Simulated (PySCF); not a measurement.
# Magnetisability: `InChI=1S/CH6NSi/c1-2-3/h2H,3H2,1H3/q-1`, charge -1

Molfile (atoms numbered from 1):
```
CH6NSi
     RDKit          3D

  9  8  0  0  0  0  0  0  0  0999 V2000
   -0.9685   -0.3019   -0.0738 C   0  0  0  0  0  0  0  0  0  0  0  0
   -0.1047    0.7936   -0.3563 N   0  0  0  0  0  0  0  0  0  0  0  0
    1.6420    0.5529   -0.0619 Si  0  0  0  0  0  3  0  0  0  0  0  0
   -0.5956   -1.1803   -0.6066 H   0  0  0  0  0  0  0  0  0  0  0  0
   -2.0053   -0.1155   -0.4177 H   0  0  0  0  0  0  0  0  0  0  0  0
   -1.0358   -0.5773    1.0033 H   0  0  0  0  0  0  0  0  0  0  0  0
   -0.4373    1.6274    0.1164 H   0  0  0  0  0  0  0  0  0  0  0  0
    1.8515   -0.6600   -0.9266 H   0  0  0  0  0  0  0  0  0  0  0  0
    1.6672   -0.1329    1.2981 H   0  0  0  0  0  0  0  0  0  0  0  0
  1  2  1  0
  2  3  1  0
  1  4  1  0
  1  5  1  0
  1  6  1  0
  2  7  1  0
  3  8  1  0
  3  9  1  0
M  CHG  1   3  -1
M  END
```

Theory: PySCF, GIAO KT3/aug-pcSseg-1 magnetisability, rotational g tensor and spin-rotation constants, non-relativistic, gas phase. Geometry: GFN2-xTB.

For an ion the centre-of-mass motion in the field is neglected. The gap is small, so the large paramagnetic part is uncertain. The highest occupied orbital is unbound at this level, so the values depend on the basis.

Q: What are the magnetisability and the molar susceptibility?

A: Isotropic -736 × 10⁻³⁰ J/T², or -44.3 × 10⁻⁶ cm³/mol; principal values -862, -789, -557 × 10⁻³⁰ J/T², anisotropy 275 × 10⁻³⁰ J/T² (root of half the summed squared differences of the principal values). The susceptibility is in cgs units.

Q: Split it along the inertial axes a, b, c into diamagnetic and paramagnetic parts about the centre of mass, with the quadrupole moment.

A: 
| axis | χ (10⁻⁶ cm³/mol) | diamagnetic (10⁻⁶ cm³/mol) | paramagnetic (10⁻⁶ cm³/mol) | summed x² of all electrons (Å²) | quadrupole Θ (D Å) |
| --- | --- | --- | --- | --- | --- |
| a | -51.7 | -127.2 | 75.4 | 59.9 | -10.88 |
| b | -47.6 | -307.1 | 259.5 | 17.5 | +3.52 |
| c | -33.6 | -328.7 | 295.1 | 12.4 | +7.36 |

Anisotropies 2χaa − χbb − χcc = -22.3 and 2χbb − χaa − χcc = -9.9 × 10⁻⁶ cm³/mol. Θ is traceless in Buckingham's convention.

Q: And the rotational g tensor?

A: 
```tsv
axis	rotational constant (GHz)	g	nuclear part	electronic part
a	29.5227	-0.2354	0.8108	-1.0462
b	5.6421	-0.0784	0.6094	-0.6878
c	5.1940	-0.1119	0.6081	-0.7200
```
Asymmetric top; isotopes 12C, 1H, 14N, 28Si; no vibrational averaging.
